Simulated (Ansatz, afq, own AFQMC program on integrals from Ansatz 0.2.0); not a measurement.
AFQMC on a folder of integrals that Ansatz 0.2.0 wrote.

```yaml
crystal:
  periodic: [false, false, false]
  atoms:
    - {symbol: Cl, position_ang: [0.000000, 0.000000, 0.000000]}
basis:
  gaussian: {orbitals: cc-pVDZ}
magnetization: {spin_polarized: true, initial_magnetization: 3}
correlation: {method: ccsd_t, electrons: outside_noble_gas, hamiltonian_folder: ham}
```

```sh
$ ansatz run in.yaml --threads 1 --pin off --events-out ev --progress --plain --max-ram 15360MiB --backend cuda --devices 0, --max-vram 18GiB
```

Options of the walk:

```
--method free --trial cid --walkers 200 --time-step 0.08 --max-blocks 30 --target-error 0.00064 --factor-cut 1e-05 --seed 2250 --times 0.0,0.4,0.8,1.6,2.4 --taylor-order 6
```

Times are imaginary, in 1/Eh. The walk had a cap of 60 s.

Output of the walk:

```
orbitals 13  electrons 5 2  factors 69 of 103
reference energy -458.70974161 Eh
CCSD correlation -0.12461216 Eh in 18 cycles, weight of the determinant in the CISD state 0.8137
repeat  energy at the last time / Eh  error
    10  -458.842987  0.000321
    20  -458.843084  0.000235
    30  -458.843054  0.000178
time / (1/Eh)  energy / Eh  error  mean overlap
  0.00  -458.834375  0.000083  1.1957
  0.40  -458.839326  0.000159  1.1989
  0.80  -458.841293  0.000137  1.1996
  1.60  -458.842673  0.000183  1.2069
  2.40  -458.843054  0.000178  1.2082
energy -458.843054 +/- 0.000178 Eh
```

The run passed its tests (error under three times the target), which doesn't prove that it has relaxed.

Against this walk (error 4.8 meV) on the same determinant: CCSD(T) 50.1 meV higher, CCSDT(Q) 229.2 meV lower, CCSDTQ 221.8 meV lower, full CI 222.9 meV lower. The error is statistical, and a free projection of finite length keeps a remainder of its start. The projection is still falling at its last time (meV from the last point: 236.2 ± 2.2 at 0.00, 101 ± 4 at 0.40, 48 ± 4 at 0.80, 10 ± 5 at 1.60, 0 ± 5 at 2.40), so its energy is a cut-off value, and the gaps above aren't errors of the other methods. Full CI is exact here, so the walk's 223 meV above it is the walk's own error: what remains of the start.

Cautions: remainder of the start not in the error; another spin lies lower (by 20.35 eV); in this basis the state lies above a state of the ion, a sign that the basis lacks the diffuse functions it needs, so its energy is an artefact of the basis; strong correlation (T1 0.046, weight of the determinant 0.81, largest double 0.35); CCSD(T) is in doubt: in a space of 7 electrons in 9 natural orbitals full CI lies 99 meV below it; the CCSDT(Q) amplitudes may be one of several solutions (largest double 0.98); the CCSDTQ amplitudes may be one of several solutions (largest double 0.99); the time-step error isn't removed.

The walk took 1.8 s on 1 × NVIDIA H100 80GB HBM3 with 2 threads of AMD EPYC 7R13 Processor (Zen 3) (shared host) (the card was shared). The log's last line is the free-projection energy.

CCSDT and higher add their correlation energy to the determinant of the CCSD(T) run, since their own runs factorise the integrals more tightly (a shift of under 2 meV).
